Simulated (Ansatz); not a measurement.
System: SiCl3, charge 0, multiplicity 2. It need not be the lowest isomer of its formula. SMILES: Cl[Si](Cl)Cl
Coordinates optimised at B3LYP-D3(BJ)/def2-TZVP (Ansatz, a first-principles code):
```xyz
4

Si     0.3143     0.3107     0.3116
Cl    -0.8706    -0.8817     1.4995
Cl     1.4921    -0.8763    -0.8886
Cl    -0.8803     1.5021    -0.8675
```
Charge 0, spin multiplicity 2.

Parts of the frozen-core correlation energy in 6-31G (Ansatz, hartree). Frozen orbitals: 20; correlated occupied orbitals by spin: 13 and 12; virtual: 19 and 20. Open shells are spin-unrestricted. Spin-orbit coupling is left out. No relativistic terms.

```tsv
term	value
reference (HF)	-1667.33820
MP2 opposite-spin	-0.11926
MP2 same-spin	…
CCSD correlation	…
(T)	…
T1 diagnostic	0.013
largest doubles amplitude	0.029
<S^2> of the reference	0.754
```

Problem. What belongs in the gaps?

Solution. 
- MP2 same-spin, value: -0.04011
- CCSD correlation, value: -0.18017
- (T), value: -0.00455
